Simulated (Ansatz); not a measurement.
# CH$_{3}$⁺, quintet: the ladder up to UCCSDT(Q)

Geometry: that of the CH3⁺, triplet, kept fixed. The singlet lies 14.5 eV lower here.

```yaml
atoms:
  - { symbol: C, position_ang: [0.0000, 0.0000, 0.0548] }
  - { symbol: H, position_ang: [0.0000, 0.6835, -0.8953] }
  - { symbol: H, position_ang: [0.0000, 0.0000, 1.1377] }
  - { symbol: H, position_ang: [0.0000, -0.6835, -0.8953] }
```

Basis cc-pVTZ; Ansatz 0.2.0. Correlated methods freeze the noble-gas cores, which leaves 6 electrons in 71 orbitals. R marks a restricted (for open shells ROHF) determinant, U an unrestricted one. Active spaces: valence = (6e, 7o) chosen from the atoms' valence shells.

Full CI isn't at hand for all of this; UCCSDT(Q) serves as the reference, and is uncertain by about the last step of the cluster series. The frozen core follows each run's orbitals, which can shift R against U totals by a few meV.

* UHF ⟨S²⟩: 6.004
* T1 diagnostic (RCCSD): 0.0482
* largest doubles amplitude (RCCSD): 0.100
* T1 diagnostic (UCCSD): 0.0488

| level | E − E(UCCSDT(Q)) (kJ/mol) | share of correlation (%) | wall time |
| --- | --- | --- | --- |
| RHF | 358.0 | 0.00 | – |
| RMP2 | 78.0 | 78.20 | – |
| UMP2 | 80.6 | 77.49 | – |
| RCCSD | 18.1 | 94.95 | – |
| UCCSD | 17.9 | 94.99 | – |
| RCCSD(T) | 3.7 | 98.95 | 5 s |
| UCCSD(T) | 3.7 | 98.97 | 4.9 s |
| BCCD(T) | 3.2 | 99.12 | 6.5 s |
| RCCSDT | 0.6 | 99.82 | – |
| UCCSDT | 0.6 | 99.85 | – |
| RCCSDT(Q) | 0.1 | 99.97 | 43 s |

The correlation energy at UCCSDT(Q), counted from RHF, is -3.710 eV. That run took 40 s on 1 thread of Intel Xeon, shared host.

Run but not shown, since their state or frozen core can't be matched to the reference's or they repeat it: UHF, CASSCF (valence space), NEVPT2 (valence space), MRCISD (valence space), MRCISD+Q (valence space).

Times hold each run's SCF and search for its determinant on a shared host, so for small cases they say little of a method's own cost; they ran on 1 thread of Intel Xeon.

Natural occupations of CASSCF (valence space) about the gap: 1.939 1.024 1.010 1.000 0.964 0.039 0.025; effectively unpaired electrons, Σ n²(2−n)², 4.02.
